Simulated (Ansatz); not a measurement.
Results of LDA in Ansatz (PAW) for hcp Be.

Numerical settings: plane-wave cutoff 520 eV, 24×24×12 k mesh (along the axes of the cell as run), Fermi–Dirac smearing 0.1 eV, perturbation theory, scalar-relativistic PAW data made under PBE.

The cell has the measured lattice parameters. Conventional cell: a = 2.2860 Å, b = 2.2860 Å, c = 3.5842 Å, α = 90.00°, β = 90.00°, γ = 120.00°.

Space group P6₃/mmc (No. 194); a = 2.286 Å, b = 2.286 Å, c = 3.584 Å, α = 90.00°, β = 90.00°, γ = 120.00°

| atom | site | symmetry | x | y | z |
|---|---|---|---|---|---|
| Be | 2c | -6m2 | 0.3333 | 0.6667 | 0.2500 |

Harmonic phonon frequencies (cm⁻¹; i marks an imaginary mode):

| q point | frequencies |
|---|---|
| Γ | 0 0 0 454 454 648 |
| M | 390 410 549 549 556 560 |
| K | 469 469 479 479 510 605 |

No imaginary mode appears at these points.

Note: the cell isn't this level's own, so it is under some stress, which shifts stiffness and frequencies.

Ansatz is a quantum-chemistry and plane-wave program.
